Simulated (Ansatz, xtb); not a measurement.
Relative energy of two isomers of C5H6

Structure I: `C=C=CC=C`, a singlet. Structure II: `C=C1C=CC1`, a singlet. Both are isolated molecules in the gas phase, relaxed with r2SCAN-D4/def2-SVP; the shapes shown needn't be the lowest conformers.

I (Å):

```csv
atom,x (Å),y (Å),z (Å)
C,-1.0435,2.4304,-0.9201
C,-0.4709,1.2757,-0.6969
C,0.1042,0.1069,-0.4697
C,-0.5779,-1.0561,0.0842
C,0.0216,-2.2391,0.3092
H,-1.0676,3.2154,-0.1534
H,-1.5197,2.6572,-1.8826
H,1.1712,-0.0049,-0.7125
H,-1.6411,-0.9281,0.3210
H,1.0820,-2.3914,0.0808
H,-0.5294,-3.0856,0.7267
```

II (Å):

```xyz
11

C    -1.4342    1.0375   -1.4203
C    -0.7014    0.3304   -0.5511
C    -0.3253    0.4345    0.8648
C     0.4072   -0.7084    0.8262
C     0.1166   -0.9705   -0.6445
H    -1.9390    1.9594   -1.1159
H    -1.5482    0.7126   -2.4587
H    -0.5547    1.1635    1.6477
H     0.9958   -1.2541    1.5693
H     0.9847   -0.9299   -1.3265
H    -0.4713   -1.8782   -0.8697
```

Quicker runs give these differences E(II) − E(I): GFN2-xTB −9.81 kcal/mol; HF/STO-3G −21.84 kcal/mol (at GFN2-xTB geometries); r2SCAN-D4/def2-SVP//GFN2-xTB −2.08 kcal/mol.

Q: Estimate E(II) − E(I) at the level CCSD(T)/def2-SVP + ΔMP2/def2-TZVPP.

A: Too close to call at this level: CCSD(T)/def2-SVP + ΔMP2/def2-TZVPP gives E(II) − E(I) = −1.45 kcal/mol.

How the difference moves with the method:

| level | geometry | E(II) − E(I) (kcal/mol) | departure from the last row (kcal/mol) | job, with rough time for the two |
| --- | --- | --- | --- | --- |
| GFN2-xTB | GFN2-xTB | −9.81 | −8.36 | optimisation, 0.32 s |
| HF/STO-3G | GFN2-xTB | −21.84 | −20.39 | single point, 1.4 s |
| r2SCAN-D4/def2-SVP//GFN2-xTB | GFN2-xTB | −2.08 | −0.62 | single point, 7.8 s |
| r2SCAN-D4/def2-SVP | r2SCAN-D4/def2-SVP | −2.03 | −0.58 | optimisation, 78 s |
| HF/def2-SVP | r2SCAN-D4/def2-SVP | −0.01 | +1.44 | part of the CCSD(T) run |
| MP2/def2-SVP | r2SCAN-D4/def2-SVP | −4.61 | −3.15 | part of the CCSD(T) run |
| CCSD(T)/def2-SVP | r2SCAN-D4/def2-SVP | −2.04 | −0.58 | single point |
| CCSD(T)/def2-SVP + ΔMP2/def2-TZVPP | r2SCAN-D4/def2-SVP | −1.45 |  | single point, 70 s |

As drawn, II has 2 C–C in place of 1 C=C. Structure I has no ring, II a 4-membered ring.

HF/def2-SVP finds them nearly level. The largest departure from CCSD(T)/def2-SVP + ΔMP2/def2-TZVPP is that of HF/STO-3G, 20.39 kcal/mol. The last row adds to CCSD(T) the change of the MP2 difference between the two basis sets, here +0.58 kcal/mol.

With harmonic frequencies from r2SCAN-D4/def2-SVP (ideal gas, rigid rotor, one conformer each, 298.15 K, 1 atm): on the last row, ΔE + ΔZPE = −0.14, ΔH = −0.77, ΔG = +0.56 kcal/mol.

The correlated steps freeze 5 core orbitals. Run with Ansatz 0.2.0, xtb 6.7.1; the last row on 2 threads of AMD EPYC (Zen 3) on a shared host.
